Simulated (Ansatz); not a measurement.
The same calculation of C2H2O, SMILES C1=CO1 as a Python script and as an input file (Ansatz 0.2.0 through its Python package).

`cas.py`
```python
"""Static correlation in C2H2O: natural occupations of an active space."""

import ansatz as az

SETTINGS = {
    "basis": "cc-pVDZ",
}

mol = (
    az.Crystal.molecule()
    .atom("C", (-0.5073, -0.2886, -0.2515))
    .atom("C", (0.484, 0.3619, 0.1993))
    .atom("O", (0.3359, -0.9553, 0.3835))
    .atom("H", (-1.3977, -0.3463, -0.7579))
    .atom("H", (1.1351, 1.1546, 0.3852))
)

base = (
    mol.calculation()
    .basis(gaussian=SETTINGS["basis"])
    .correlation(active_electrons=4, active_orbitals=4)
)
for method in ["sc_nevpt2"]:
    summary = (base if method is None else base.correlation(method)).run(threads=1).report
    space = summary["configurations"]
    state = space["states"][0]
    print(method or "casscf", f"total {summary['free_energy_ev'] / 27.211386246:.6f} Ha, active-space state {state['energy']['hartree']:.6f} Ha, mean field {summary['reference_energy_ev'] / 27.211386246:.6f} Ha")
    print("  determinants", state["n_determinants"], " natural occupations", [round(n, 3) for n in space["natural_occupations"]])
print("effectively unpaired electrons, sum of min(n, 2 - n):", round(sum(min(n, 2 - n) for n in space["natural_occupations"]), 3))
```

Output of `python cas.py`:
```text
sc_nevpt2 total -151.966207 Ha, active-space state -151.606301 Ha, mean field -151.543410 Ha
  determinants 36  natural occupations [1.976, 1.9, 0.1, 0.024]
effectively unpaired electrons, sum of min(n, 2 - n): 0.248
```

`input.yaml`:
```yaml
crystal:
  periodic: [false, false, false]
  atoms:
    - { symbol: C, position_ang: [-0.5073, -0.2886, -0.2515] }
    - { symbol: C, position_ang: [0.484, 0.3619, 0.1993] }
    - { symbol: O, position_ang: [0.3359, -0.9553, 0.3835] }
    - { symbol: H, position_ang: [-1.3977, -0.3463, -0.7579] }
    - { symbol: H, position_ang: [1.1351, 1.1546, 0.3852] }
basis:
  gaussian:
    orbitals: cc-pVDZ
correlation:
  method: sc_nevpt2
  active_space:
    window:
      electrons: 4
      orbitals: 4
```

Total energies depend on the basis set; only differences at equal settings carry meaning. The geometry is a force-field or estimated start, not a minimum of this method, and the basis set is short of its limit. The active space starts as a window about the frontier orbitals and is then optimised, not chosen by chemistry. Hardware and time: 1.1 s on 1 thread of Arm Neoverse V2 (shared host), peak memory 0.15 GiB.
